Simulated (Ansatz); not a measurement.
Two isomers of C3H4O2: A = `C=CC(=O)O`, B = `OC1=CCO1`.

Gas-phase electronic energies from Ansatz, PBE0-D4/def2-TZVP geometries. CCSD(T)/CBS adds triple-zeta CCSD(T) − MP2 to the extrapolated MP2 energy (def2 sets, frozen cores). Functionals use def2-TZVPP. B3LYP here is the variant with VWN-RPA as its local correlation; programs differ in this. One conformer a species, not always the lowest.

A:

Z-matrix (Å, degrees):
```
C
C 1 1.327
H 1 1.084 2 121.1
H 1 1.083 2 121.2 3 -180.0
C 2 1.474 1 124.1 3 180.0
H 2 1.083 1 122.2 3 -0.0
O 5 1.345 2 113.8 1 0.0
O 5 1.204 2 123.7 1 -180.0
H 7 0.967 5 106.1 2 -180.0
```

B:

```xyz
9

O     1.703    1.058   -0.534
C     0.614    0.367   -0.238
C    -0.256   -0.449   -0.838
C    -0.937   -0.517    0.499
O     0.099    0.395    1.025
H     1.996    1.520    0.260
H    -0.407   -0.867   -1.815
H    -1.916   -0.045    0.598
H    -0.896   -1.462    1.045
```

Q: Which is lower in electronic energy at CCSD(T)/CBS, and by how much? (Estimate.)

A: Ansatz gave: A, by 41.6 kcal/mol.

Q: Give E(B) − E(A) in kcal/mol with CCSD/def2-TZVPP, CCSD(T)/def2-SVP, PBE-D4, B3LYP, ωB97M-V, PBE0-D4, BLYP-D4. (Best estimate.)

A: Ansatz gave: CCSD/def2-TZVPP 42.0, CCSD(T)/def2-SVP 45.2, PBE-D4 39.0, B3LYP 43.9, ωB97M-V 40.4, PBE0-D4 38.1, BLYP-D4 45.2. None reverses the order clearly.

Q: Does the order hold for the free energy at 298.15 K (harmonic terms from PBE0-D4)? (An estimate is asked.)

A: Ansatz gave: Yes: G(B) − G(A) = +42.2 kcal/mol, for one conformer each.

Largest T1 diagnostic: 0.015.

At CCSD(T), def2-SVP lies +3.7 kcal/mol from the extrapolated value and def2-TZVPP +0.3 kcal/mol. Leaving LDA and LC-ωPBE aside and taking each functional with its dispersion term where it has one, the values, not all of them listed here, spread over 7.2 kcal/mol, from HSE06-D4 to BLYP-D4. LDA lies −5.5 kcal/mol from PBE without D4.
